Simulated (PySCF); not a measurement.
BeH, SMILES [BeH], multiplicity 2. The structure is a stationary point at PBE0-D3(BJ)/def2-TZVPD. The spin state was assumed, not searched.

All values below come from PySCF with PBE0-D3(BJ)/def2-TZVPD.

Harmonic wavenumbers (cm⁻¹): 2030. Rotational constants (GHz): 304.3 (linear); symmetry number 1.

### Question
Work out the zero-point energy and the ideal-gas rigid-rotor harmonic-oscillator thermochemistry at 298.15 K and 1 atm.

### Answer
ZPE = ½ Σ hcν = ½ × 2030 cm⁻¹ = 12.14 kJ/mol. H − E(el) = 20.82 kJ/mol. Entropy in J/(mol K): translation 137.49, rotation 33.39, vibration 0.01, spin 5.76, total 176.65. G − E(el) = -31.85 kJ/mol. Cp = 29.15 J/(mol K).
